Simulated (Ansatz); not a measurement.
The input, for Ansatz 0.2.0:

```yaml
crystal:
  periodic: [false, false, false]
  atoms:
    - {symbol: Si, position_ang: [0.000000, 0.000000, 0.000000]}
    - {symbol: H, position_ang: [1.262379, 1.266649, 1.263825]}
    - {symbol: H, position_ang: [-1.267838, -1.260276, 1.264732]}
    - {symbol: H, position_ang: [-1.260727, 1.261914, -1.270195]}
    - {symbol: H, position_ang: [1.266186, -1.268287, -1.258362]}
basis:
  gaussian: {orbitals: 6-31G}
magnetization: {spin_polarized: true, initial_magnetization: 0}
correlation: {method: ccsdt_q_b, electrons: outside_noble_gas}
```

```sh
$ ansatz run in.yaml --threads 1 --pin off --events-out ev --progress --plain --max-ram 2393MiB
```

Output:

```
461 factors; integrals over basis functions are off by at most 7.4e-8 eV
mean field evaluation 1: about -7914.9880 eV, gradient 4.6e0 eV
mean field evaluation 2: about -7914.9861 eV, gradient 4.6e0 eV
mean field evaluation 4: about -7915.3047 eV, gradient 5.7e-1 eV
mean field evaluation 8: about -7915.3125 eV, gradient 2.8e-6 eV
mean field evaluation 16: about -7915.6634 eV, gradient 1.5e0 eV
mean field evaluation 32: about -7915.8481 eV, gradient 1.7e-6 eV
mean field evaluation 64: about -7915.7818 eV, gradient 8.9e-1 eV
mean field evaluation 96: about -7915.8094 eV, gradient 1.1e0 eV
mean field evaluation 128: about -7907.9444 eV, gradient 8.0e0 eV
mean field evaluation 160: about -7913.8427 eV, gradient 3.7e0 eV
...
cycle  14  -3.91549611 eV  change    9.3e-5 eV  update   4.6e-5
cycle  15  -3.91545400 eV  change    4.2e-5 eV  update   2.1e-5
cycle  16  -3.91542246 eV  change    3.2e-5 eV  update   1.1e-5
cycle  17  -3.91541352 eV  change    8.9e-6 eV  update   4.3e-6
cycle  18  -3.91541035 eV  change    3.2e-6 eV  update   2.2e-6
cycle  19  -3.91540908 eV  change    1.3e-6 eV  update   1.0e-6
cycle  20  -3.91540944 eV  change   -3.6e-7 eV  update   4.6e-7
cycle  21  -3.91540980 eV  change   -3.6e-7 eV  update   2.6e-7
cycle  22  -3.91541011 eV  change   -3.0e-7 eV  update   1.5e-7
cycle  23  -3.91541035 eV  change   -2.4e-7 eV  update   9.7e-8
perturbative correction -0.01447050 eV, -0.0005317810 hartree
Total energy: -7919.77609345 eV, -291.0464032173 hartree
```

Ran on 1 thread of Intel Xeon 6975P-C, shared host: 1.3 s wall, 0.1 GiB peak host memory.
